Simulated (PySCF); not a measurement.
# CH2O: fields and orbitals

For CH2O, the scripts below pull one bond apart with RHF, UHF and CASSCF, see where an electron leaves and enters and measure its response to a uniform field.

Computed with PySCF 2.14.0. Level: levels as typed in each script, gas phase, geometry from GFN2-xTB.

## 1. Starting geometry

SMILES `C=O`, 4 atoms, charge 0, spin multiplicity 1.

Bond lengths: C1–O2 1.192 Å, C1–H3 1.103 Å, C1–H4 1.103 Å. Angles: O2–C1–H3 122.8°, O2–C1–H4 122.8°, H3–C1–H4 114.4°.

Geometry (Å):

```csv
atom,x (Å),y (Å),z (Å)
C1,0.5213,0.0000,0.0000
O2,-0.6707,0.0000,0.0000
H3,1.1189,-0.9273,0.0000
H4,1.1189,0.9272,0.0000
```

## 2. Stretching a bond (def2-svpd)

The input, input.py:

```python
import numpy as np
from pyscf import gto, scf, mcscf

mol = gto.M(atom='''
C      0.52135     0.00000     0.00000
O     -0.67074     0.00000     0.00000
H      1.11889    -0.92726     0.00000
H      1.11891     0.92724     0.00000
''', basis='def2-svpd', charge=0, spin=0, verbose=4)
# stretch the bond between atoms 1 and 2, from long to short, fragments rigid
a, b, move = 0, 1, [1]
xyz = mol.atom_coords(unit='Angstrom')
u = xyz[b] - xyz[a]
r0 = np.linalg.norm(u)
rows, last, dm_u = [], None, None
for r in [3.5, 2.75, 2.25, 1.94, 1.69, 1.5, 1.37, 1.25, 1.15]:
    new = xyz.copy()
    new[move] += u / r0 * (r - r0)
    m = mol.set_geom_(new, unit='Angstrom', inplace=False)
    rhf = scf.RHF(m).density_fit(auxbasis='def2-universal-jkfit').run()
    uhf = scf.UHF(m).density_fit(auxbasis='def2-universal-jkfit').newton()
    if dm_u is None:
        c = rhf.mo_coeff
        h = m.nelectron // 2 - 1
        ca, cb = c.copy(), c.copy()
        ca[:, h], cb[:, h] = (c[:, h] + c[:, h + 1]) / 2**.5, (c[:, h] - c[:, h + 1]) / 2**.5
        dm_u = np.array([x[:, :h + 1] @ x[:, :h + 1].T for x in (ca, cb)])
    uhf.kernel(dm0=dm_u)
    for _ in range(3):
        c, _, stable, _ = uhf.stability(return_status=True)
        if stable:
            break
        uhf.kernel(c, uhf.mo_occ)
    dm_u = uhf.make_rdm1()
    mc = mcscf.CASSCF(rhf, 4, 4)
    mc.natorb = True
    mc.fix_spin_(ss=0)
    guess = mcscf.addons.make_natural_orbitals(uhf)[1] if last is None else mcscf.project_init_guess(mc, last.mo_coeff, last.mol)
    mc.kernel(guess)
    last = mc
    act = slice(mc.ncore, mc.ncore + mc.ncas)
    print('r %.3f  RHF %.6f  UHF %.6f  <S^2> %.3f  CASSCF %.6f  occupations' % (r, rhf.e_tot, uhf.e_tot, uhf.spin_square()[0], mc.e_tot), mc.mo_occ[act].round(4))
    rows.append((new, rhf.e_tot, uhf.e_tot, uhf.spin_square()[0], mc.e_tot, mc.mo_occ[act], mc.mo_coeff[:, act], dm_u[0] - dm_u[1], rhf.converged and uhf.converged and mc.converged))
    np.savez('result.npz', **{k: [row[i] for row in rows] for i, k in enumerate('xyz rhf uhf s2 cas occ c spin ok'.split())})
```

Run with:

```sh
$ OMP_NUM_THREADS=1 python input.py
```

## 4. Removing and adding an electron (PBE/6-311+g**)

The input, input.py:

```python
import numpy as np
from pyscf import gto, scf, dft
from pyscf.scf import atom_ks, atom_hf
from scipy.linalg import block_diag

def solve(mol, dm0=None, hcore=None):
    mf = (dft.UKS if mol.spin else dft.RKS)(mol, xc='pbe')
    mf.grids.level = 3
    mf = mf.density_fit(auxbasis='def2-universal-jkfit')
    mf.conv_tol, mf.max_cycle = 1e-8, 80
    if hcore is not None:
        mf.get_hcore = lambda *args: hcore
    mf.kernel(dm0)
    if not mf.converged:
        mf = mf.newton().run(mf.mo_coeff, mf.mo_occ, max_cycle=30)
    assert mf.converged, 'SCF not converged'
    return mf

mol = gto.M(atom='''
C      0.52135     0.00000     0.00000
O     -0.67074     0.00000     0.00000
H      1.11889    -0.92726     0.00000
H      1.11891     0.92724     0.00000
''', basis='6-311+g**', charge=0, spin=0, verbose=4)
mf = solve(mol)
out = dict(e0=mf.e_tot, dm0=mf.make_rdm1(), c=mf.mo_coeff, occ=mf.mo_occ, eps=mf.mo_energy)
for name, dq, spin in [('cation', 1, 1), ('anion', -1, 1)]:
    ion = mol.copy().set(charge=mol.charge + dq, spin=spin).build()
    mi = solve(ion)
    if spin and dq > 0 and mol.nao < 130:
        c, _, stable, _ = mi.stability(return_status=True)
        if not stable:
            mi = solve(ion, mi.make_rdm1(c, mi.mo_occ))
    print(name, 'vertical energy change / eV', (mi.e_tot - mf.e_tot) * 27.211386)
    out.update({'e_' + name: mi.e_tot, 'dm_' + name: mi.make_rdm1(), 's2_' + name: mi.spin_square()[0], 'eps_' + name: mi.mo_energy, 'occ_' + name: mi.mo_occ})
# spherically averaged free atoms, for the promolecule
atm = atom_ks.get_atm_nrks(mol, xc='pbe')
pro = block_diag(*[(atm[a[0]][2] * atm[a[0]][3]) @ atm[a[0]][2].T for a in mol._atom])
np.savez('result.npz', pro=pro, **out)
```

## 6. Response to an electric field (BLYP/def2-tzvp)

The input, input.py:

```python
import numpy as np
from pyscf import gto, scf, dft
from pyscf.scf import atom_ks, atom_hf
from scipy.linalg import block_diag

def solve(mol, dm0=None, hcore=None):
    mf = (dft.UKS if mol.spin else dft.RKS)(mol, xc='blyp')
    mf.grids.level = 3
    mf = mf.density_fit(auxbasis='def2-universal-jkfit')
    mf.conv_tol, mf.max_cycle = 1e-8, 80
    if hcore is not None:
        mf.get_hcore = lambda *args: hcore
    mf.kernel(dm0)
    if not mf.converged:
        mf = mf.newton().run(mf.mo_coeff, mf.mo_occ, max_cycle=30)
    assert mf.converged, 'SCF not converged'
    return mf

mol = gto.M(atom='''
C      0.52135     0.00000     0.00000
O     -0.67074     0.00000     0.00000
H      1.11889    -0.92726     0.00000
H      1.11891     0.92724     0.00000
''', basis='def2-tzvp', charge=0, spin=0, verbose=4)
field = np.array([-0.008, -0.0, -0.0])  # atomic units
mol.set_common_orig(mol.atom_charges() @ mol.atom_coords() / mol.atom_charges().sum())
mf = solve(mol)
out = dict(dm0=mf.make_rdm1(), d0=mf.dip_moment(unit='AU'), e0=mf.e_tot)
for name, sign in (('p', 1), ('m', -1)):
    h = mf.get_hcore() + sign * np.einsum('x,xij->ij', field, mol.intor('int1e_r'))
    mi = solve(mol, mf.make_rdm1(), h)
    out.update({'dm' + name: mi.make_rdm1(), 'd' + name: mi.dip_moment(unit='AU'), 'e' + name: mi.e_tot})
# spherically averaged free atoms, for the promolecule
atm = atom_ks.get_atm_nrks(mol, xc='blyp')
pro = block_diag(*[(atm[a[0]][2] * atm[a[0]][3]) @ atm[a[0]][2].T for a in mol._atom])
np.savez('result.npz', pro=pro, **out)
```

(Steps that only read results are left out.)

Q: Predict the outcome of this session. Wanted: vertical ionisation energy; polarisability along the field.

The runs gave:

```
                                       quantity       value
     vertical ionisation energy (PBE/6-311+g**)    10.76 eV
polarisability along the field (BLYP/def2-tzvp)  21.6 bohr³
```

In words: The ionisation energy from two SCF runs, 10.76 eV, lies 4.5 eV above −ε(HOMO) = 6.24 eV of the same level, PBE/6-311+g**, since self-interaction lifts this functional's HOMO. The geometry was not optimised at these levels.
